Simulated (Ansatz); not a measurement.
This Ansatz (a program for electronic structure) input (PBE0/aug-cc-pVQZ) gives -189.90686 Eh with 378 basis functions.

Ansatz 0.2 input:
```yaml
crystal:
  periodic: [false, false, false]
  atoms:
    - {symbol: O, position_ang: [-1.05124578, -0.53895713, -0.04517009]}
    - {symbol: C, position_ang: [0.22159526, 0.58565329, 0.00865797]}
    - {symbol: O, position_ang: [1.25638181, 0.13571604, 0.12856953]}
    - {symbol: H, position_ang: [-0.77813459, -1.47076695, -0.15085754]}
    - {symbol: H, position_ang: [-0.30730441, 1.53440276, -0.05254589]}
    - {symbol: H, position_ang: [-1.88522068, -0.35162684, -0.51573992]}
basis:
  gaussian:
    orbitals: aug-cc-pVQZ
hamiltonian:
  xc: {name: PBE0}
total_charge: 1
magnetization: {spin_polarized: false}
```

Change:
```diff
- orbitals: aug-cc-pVQZ
+ orbitals: 6-31G*
```

Question: What does the run give now?

Answer: -189.80606 Eh (PBE0/6-31G*, 51 functions), a change of +100.80 mEh.
